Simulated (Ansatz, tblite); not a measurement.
**BiH2F: a ladder of methods and basis sets**

The task here is to estimate one member of a computed series from the others.

Method: as each input shows; program: Ansatz 0.2.0, Gaussian basis.

The runs, in order: GFN1-xTB, GFN2-xTB, PBE-D4/def2-TZVP, r2SCAN-D4/def2-TZVP, ωB97X-V/def2-TZVP, revPBE-D4/def2-TZVP, LDA/def2-TZVP, B97M-V/def2-TZVP, HF/def2-TZVP, B2PLYP/def2-TZVP, LC-ωPBE/def2-TZVP, PBE-D4/def2-SVP, PBE0-D4/def2-SVP, PBE0-D4/def2-TZVPD, PBE-D4/def2-TZVPD, r2SCAN-D4/def2-TZVPD, CCSD(T)/def2-TZVPP, MP2/def2-TZVP, RPA/def2-TZVP, CCSD(T)/def2-TZVPD.

**The relaxed structure**

The singlet was relaxed beforehand with PBE-D4/def2-TZVP.

4 atoms, charge 0, spin multiplicity 1.

Bond lengths: Bi1–H2 1.818 Å, Bi1–H3 1.818 Å, Bi1–F4 2.050 Å. Angles: H2–Bi1–H3 89.1°, H2–Bi1–F4 94.1°, H3–Bi1–F4 94.1°.

Bi takes a core potential in the def2 sets. No spin-orbit coupling is included.

PBE0-D4/def2-TZVP was run before; its log isn't repeated, and its numbers join the tables.

Set-up of the first run:

Tight binding, by tblite at 300 K electronic temperature and without a spin-polarisation term:

```python
tblite.interface.Calculator('GFN1-xTB', numbers, positions, charge=0, uhf=0).singlepoint()
```

Tight binding, by tblite at 300 K electronic temperature and without a spin-polarisation term:

```python
tblite.interface.Calculator('GFN2-xTB', numbers, positions, charge=0, uhf=0).singlepoint()
```

start.molden holds the orbitals of an earlier run on this state, given as this run's starting guess.

in.yaml reads:

```yaml
crystal:
  periodic: [false, false, false]
  atoms:
    - {symbol: Bi, position_ang: [0.008615, 0.029031, 0.784569]}
    - {symbol: H, position_ang: [1.524423, 0.055718, -0.219183]}
    - {symbol: H, position_ang: [-0.660835, 1.370681, -0.243876]}
    - {symbol: F, position_ang: [-0.872203, -1.455430, -0.321509]}
basis:
  gaussian: {orbitals: def2-TZVP, initial_orbitals: start.molden}
hamiltonian: {xc: pbe, dispersion: d4}
scf: {omitted_lower_state_checks: [starts]}
output: {orbitals: {seedname: orbitals}}
```

Launch:

```console
ansatz run in.yaml --threads 4 --pin off --events-out ev --progress --plain --max-ram 3916MiB
```

Steps of the session up to this table: PBE-D4/def2-TZVP; r2SCAN-D4/def2-TZVP; ωB97X-V/def2-TZVP; revPBE-D4/def2-TZVP; LDA/def2-TZVP; B97M-V/def2-TZVP; HF/def2-TZVP; B2PLYP/def2-TZVP; LC-ωPBE/def2-TZVP; PBE-D4/def2-SVP; PBE0-D4/def2-SVP; PBE0-D4/def2-TZVPD; PBE-D4/def2-TZVPD; r2SCAN-D4/def2-TZVPD; CCSD(T)/def2-TZVPP; MP2/def2-TZVP; RPA/def2-TZVP; CCSD(T)/def2-TZVPD.

One table of the session follows, with a row left open; its other results are not shown here.

It belongs to the step «Levels side by side». 

| level | HOMO (eV) | gap (eV) |
| --- | --- | --- |
| HF/def2-TZVP | -10.64 | 11.73 |
| LDA/def2-TZVP | -7.06 | 4.22 |
| PBE-D4/def2-SVP | -6.62 | 4.34 |
| PBE-D4/def2-TZVP | -6.90 | 4.34 |
| PBE-D4/def2-TZVPD | -6.97 | 4.32 |
| revPBE-D4/def2-TZVP | -6.85 | 4.40 |
| r2SCAN-D4/def2-TZVP | -7.22 | 4.93 |
| r2SCAN-D4/def2-TZVPD | -7.27 | 4.91 |
| B97M-V/def2-TZVP | -7.15 | 4.74 |
| PBE0-D4/def2-SVP | -7.91 | 6.41 |
| PBE0-D4/def2-TZVP | -8.09 | 6.31 |
| PBE0-D4/def2-TZVPD | -8.13 | 6.26 |
| LC-ωPBE/def2-TZVP | -10.59 | 10.92 |
| ωB97X-V/def2-TZVP | ? | ? |

Q: Estimate the row for ωB97X-V/def2-TZVP from the others.

As computed: HOMO (eV): -10.30; gap (eV): 10.51. In the column «HOMO (eV)» it lies between LC-ωPBE/def2-TZVP (-10.59) and PBE0-D4/def2-TZVPD (-8.13).
